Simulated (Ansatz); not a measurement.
## K2Re: from a trial structure to a relaxed crystal

Level of theory: DFT PBE, scalar-relativistic, plane waves, PAW in Ansatz 0.2.0. Cutoff 420 eV, Γ-centred k mesh, Gaussian smearing, no spin polarisation in the final step.

The start puts K2Re on the cubic Laves (C15) structure type (Fd-3m, No. 227), with Re in place of Mg, K in place of Cu, at a guessed volume.

```yaml
crystal:
  lattice:
    - [0.00000, 4.45487, 4.45487]
    - [4.45487, 0.00000, 4.45487]
    - [4.45487, 4.45487, 0.00000]
  atoms:
    - { symbol: K, position: [0.62500, 0.62500, 0.62500] }
    - { symbol: K, position: [0.12500, 0.62500, 0.62500] }
    - { symbol: K, position: [0.62500, 0.62500, 0.12500] }
    - { symbol: K, position: [0.62500, 0.12500, 0.62500] }
    - { symbol: Re, position: [0.00000, 0.00000, 0.00000] }
    - { symbol: Re, position: [0.25000, 0.25000, 0.25000] }
```

Steps on the 8×8×8 mesh (6 atoms). 4 of 5 steps are shown, and the free energy counts from the last. Trial steps that were taken back and renewals of the plane-wave basis can be among the rows.

```tsv
step	ΔF (meV/atom)	V (Å³/atom)	P (GPa)
1	15.8	29.47	-1.72
2	4.4	28.18	-1.01
3	-0.2	26.52	0.23
5	0.0	26.81	-0.02
```

A final relaxation ran on a 8×8×8 mesh. The relaxed crystal, Fd-3m (No. 227):

```
K Re
1.0
     0.00000    4.31684    4.31684
     4.31684    0.00000    4.31684
     4.31684    4.31684    0.00000
K Re
4 2
Direct
  0.12500 0.12500 0.12500
  0.62500 0.12500 0.12500
  0.12500 0.12500 0.62500
  0.12500 0.62500 0.12500
  0.50000 0.50000 0.50000
  0.75000 0.75000 0.75000
```

```yaml
Volume_per_atom: 26.81 Å³
Density: 5.46 g/cm³
Energy_over_the_elements: 2.40 eV/atom
Gap_on_the_8×8×8_mesh: 0 eV (a metal)
```

Formation energies are uncorrected and refer to the elements' standard structures at the same level.

The final run used a 8×8×8 mesh on its 6-atom cell and 0.10 eV smearing. For metals, differences of a few meV/atom aren't resolved. Spin–orbit coupling is left out.

A structure relaxed within its symmetry needn't be a true minimum.

Cost: 3 runs of about 1.4 core-minutes in all, on Arm Neoverse V1 (shared hosts).